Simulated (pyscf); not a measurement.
`[CH4]` + `[NH2][ZnH]` -> `[CH3][ZnH]` + `[NH3]`, a four-centre exchange (singlet surface; C–H, N–Zn broken, C–Zn, H–N formed). PySCF, gas phase, ωB97X-D3(BJ)/def2-SVP geometries. Energies in kJ/mol from the separated reactants.

Small-basis levels: PySCF, no dispersion term, spherical d functions. 

Problem. In single points MP2/6-31G*+LANL2DZ puts the saddle at 159.9 kJ/mol and the reaction energy at +59.6 kJ/mol. Should these be trusted to within a few kcal/mol? Compare with ωB97M-D3(BJ)/def2-TZVP.

Solution. ωB97M-D3(BJ)/def2-TZVP gives ΔE‡ = 150.7 kJ/mol and ΔE = +38.4 kJ/mol. MP2/6-31G*+LANL2DZ lies 9.3 kJ/mol over it in the barrier and 21.2 kJ/mol over it in the reaction energy, so on this step it does not hold to within 12.6 kJ/mol. ωB97M-D3(BJ)/def2-TZVP has limits of its own. On the product side the descent ends in an adduct with a N–Zn contact, 46.9 kJ/mol under the separated species and 155.4 kJ/mol under the saddle at ωB97X-D3(BJ)/def2-TZVP. What is counted as broken (N–Zn) persists as a longer contact in the product adduct; parting that adduct is a step of its own. This is the saddle that the search found; another between the same sides may lie lower. In the def2 sets elements up to Kr have no core potential.
